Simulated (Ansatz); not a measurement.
Bulk modulus B0 (GPa) along a series of related solids, from LDA in Ansatz (PAW); PBE (Ansatz, a program for electronic structure, PAW); PBEsol in Ansatz (PAW).

```tsv
solid	LDA	PBE	PBEsol	measured
hcp Sc	61.6	54.2	57.2	–
hcp Ti	127	112	119	108
bcc V	209	182	197	161
bcc Fe	249	197	?	174
hcp Co	273	215	242	193
fcc Ni	255	197	229	192
fcc Cu	189	141	168	144
hcp Zn	92.4	62.5	81.8	69.7
```

Problem. Estimate the withheld PBEsol value from the other rows.

Solution. One way: place PBEsol between the other two levels. The fractions (PBEsol − LDA)/(PBE − LDA) of the other rows are 0.35, 0.44, 0.44, 0.45, 0.53, 0.53, 0.59; median 0.45. bcc Fe: 249 + 0.45 × (197 − 249) = 226 GPa; the run gives 224 GPa. The fractions spread, so such an estimate is rough.

PBEsol less measured, from the printed values: hcp Ti +10.2 %, bcc V +22 %, bcc Fe +29 %, hcp Co +25 %, fcc Ni +19.3 %, fcc Cu +16.7 %, hcp Zn +17.4 %.

Members of the series are missing where a level wasn't run or failed, where a doubt is noted on the run or the magnetic state, for phases of high temperature or layered ones, and where values are held back for tests. The withheld row was drawn at random.

Ansatz's runs of these crystals have no spin polarisation, but for bcc Fe, hcp Co, fcc Ni.

Density-functional runs with spin start from parallel moments for bcc Fe, parallel moments for hcp Co, parallel moments for fcc Ni.

Each level is taken at its own relaxed cell. Ansatz's density-functional and Hartree–Fock values are scalar-relativistic unless marked +SOC, with PAW data made under PBE.

Measured values are for low temperature or corrected to a static lattice. References as tabulated in doi:10.1021/acs.jctc.3c00612; Levämäki et al. (2014), arXiv:1402.3671; Mejia-Rodriguez and Trickey (2018), arXiv:1807.09216.
